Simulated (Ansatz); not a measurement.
What a trial cell of RbAs₂ relaxes into

The calculation used DFT PBE, scalar-relativistic, plane waves, PAW in Ansatz 0.2.0. Cutoff 420 eV, Γ-centred k mesh, Gaussian smearing, no spin polarisation in the final step.

The start is a random cell of RbAs₂ with space group Cmcm (No. 63), drawn with lower limits on the distances.

```xyz
6
Lattice="4.2759 -2.6476 0.0000 4.2759 2.6476 0.0000 0.0000 0.0000 8.5895" Properties=species:S:1:pos:R:3 pbc="T T T"
Rb    4.2759    0.8825    6.4422
Rb    4.2759   -0.8825    2.1474
As    6.4139   -0.8825    6.4422
As    2.1380   -0.8825    6.4422
As    2.1380    0.8825    2.1474
As    6.4139    0.8825    2.1474
```

Cell and atoms relax at zero pressure; the relaxation can't lower the symmetry of the start. After a coarse first stage the cell is made exact in the group found at 0.06 Å.

Energies over the elements count from the elements' standard structures at the same level, with no empirical corrections.

Problem. What does it relax into?

Solution. It ends in Fmmm (No. 69). Conventional cell: a = 4.152 Å, b = 13.515 Å, c = 14.293 Å. Rb has 4 As at 3.45 Å, 2 As at 4.01 Å and 2 Rb at 4.15 Å; As has 2 As at 2.43 Å.

```cif
data_structure
_symmetry_space_group_name_H-M 'Fmmm'
_symmetry_Int_Tables_number 69
_cell_length_a 4.1524
_cell_length_b 13.5152
_cell_length_c 14.2934
_cell_angle_alpha 90.000
_cell_angle_beta 90.000
_cell_angle_gamma 90.000
_cell_volume 802.14
loop_
_atom_site_label
_atom_site_type_symbol
_atom_site_symmetry_multiplicity
_atom_site_Wyckoff_symbol
_atom_site_fract_x
_atom_site_fract_y
_atom_site_fract_z
_atom_site_occupancy
Rb1 Rb 4 b 0.50000 0.00000 0.00000 1
As1 As 8 h 0.00000 0.79648 0.00000 1
```

Problem. What are its volume, energy, density and gap?

Solution. The volume per atom is 66.8 Å³, the density is 1.9 g/cm³ and the energy over the elements is -0.06 eV/atom. The gap on the 12×12×12 mesh is 0 eV (a metal).

The final run used a 12×12×12 mesh on its 3-atom cell and 0.10 eV smearing. For metals, differences of a few meV/atom aren't resolved. Weakly bound directions are ill-defined at this level, which has no dispersion term. A structure relaxed within its symmetry needn't be a true minimum. The steps took about 30 core-minutes in all.